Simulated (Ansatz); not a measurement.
**H₂Cl (doublet): the correlation ladder at distance Cl1–H2 along a hydrogen transfer = 1.279 Å, cc-pVTZ**

Aim: climb from Hartree-Fock through coupled cluster and multireference methods for H₂Cl (doublet) at one geometry and basis, and see what each rung misses.

Computed with Ansatz 0.2.0, Gaussian basis. Level: cc-pVTZ, core rule «outside noble gas», up to 5 orbitals frozen.

Plan: UHF; CCSD(T) on ROHF; CCSD(T) on UHF; BCCD(T) on ROHF; CISD; CCSDT(Q) on ROHF; CCSDT(Q) on UHF; CASSCF and MRCISD+Q, 3 electrons in 3 orbitals; CASSCF and NEVPT2, 3 electrons in 3 orbitals; CASSCF and MRCISD+Q, 9 electrons in 6 orbitals; CASSCF and NEVPT2, 9 electrons in 6 orbitals.

3 further runs of the same task are left out: 3 that didn't finish.

## Step 1: The system

The geometry derives from fragments relaxed apart (PBE0/def2-TZVP) and kept rigid, so it is no stationary point. A hydrogen atom is moved between rigid fragments.

3 atoms, charge 0, spin multiplicity 2.

Atoms are counted from 1 here; the program's logs count them from 0.

Bond lengths: Cl1–H2 1.279 Å.

## Step 2: UHF

in.yaml reads:

```yaml
crystal:
  periodic: [false, false, false]
  atoms:
    - {symbol: Cl, position_ang: [0.000000, 0.000000, -1.298267]}
    - {symbol: H, position_ang: [0.000000, 0.000000, -0.019467]}
    - {symbol: H, position_ang: [0.000000, 0.000000, 1.317733]}
basis:
  gaussian: {orbitals: cc-pVTZ}
magnetization: {spin_polarized: true, initial_magnetization: 1}
hamiltonian: {xc: hf}
output: {orbitals: {seedname: orbitals}}
```

On the command line:

```
$ ansatz run in.yaml --threads 1 --pin off --events-out ev --progress --plain --max-ram 2393MiB
```

Further steps of the session: CCSD(T) on ROHF; CCSD(T) on UHF; BCCD(T) on ROHF; CISD; CCSDT(Q) on ROHF; CCSDT(Q) on UHF; CASSCF and MRCISD+Q, 3 electrons in 3 orbitals; CASSCF and NEVPT2, 3 electrons in 3 orbitals; CASSCF and MRCISD+Q, 9 electrons in 6 orbitals; CASSCF and NEVPT2, 9 electrons in 6 orbitals.

**Question.** What will the summary of the whole plan be? Wanted: UCCSDT(Q) below the RHF energy; RMP2 from UCCSDT(Q); UMP2 from UCCSDT(Q); RCCSD from UCCSDT(Q); RCCSD(T) from UCCSDT(Q); UCCSD(T) from UCCSDT(Q); RCCSDT(Q) from UCCSDT(Q); NEVPT2 pair from UCCSDT(Q); NEVPT2 valence from UCCSDT(Q).

As calculated:

| quantity | value |
| --- | --- |
| UCCSDT(Q) below the RHF energy | -6.4884 eV |
| RMP2 from UCCSDT(Q) | +78.4 kJ/mol |
| UMP2 from UCCSDT(Q) | +78.1 kJ/mol |
| RCCSD from UCCSDT(Q) | +23.6 kJ/mol |
| RCCSD(T) from UCCSDT(Q) | +2.3 kJ/mol |
| UCCSD(T) from UCCSDT(Q) | +2.3 kJ/mol |
| RCCSDT(Q) from UCCSDT(Q) | 0.0 kJ/mol |
| NEVPT2 pair from UCCSDT(Q) | +81.6 kJ/mol |
| NEVPT2 valence from UCCSDT(Q) | +129.2 kJ/mol |
| MRCISD+Q valence from UCCSDT(Q) | +7.4 kJ/mol |
| levels within 1 kcal/mol (43 meV) | RCCSD(T), UCCSD(T), BCCD(T), RCCSDT, UCCSDT, RCCSDT(Q) |
| T1 diagnostic | 0.014 |
| effectively unpaired electrons | 1.00 |

In words: RCCSD(T) lands +2.3 kJ/mol from the yardstick (0.4 % of the correlation energy). One determinant dominates. Of the multireference levels listed MRCISD+Q valence comes nearest in total energy (+7.4 kJ/mol), which doesn't show that its space is the better one. These misses are within one basis, not against nature; the frozen cores of restricted and unrestricted runs differ, which can shift their rows.
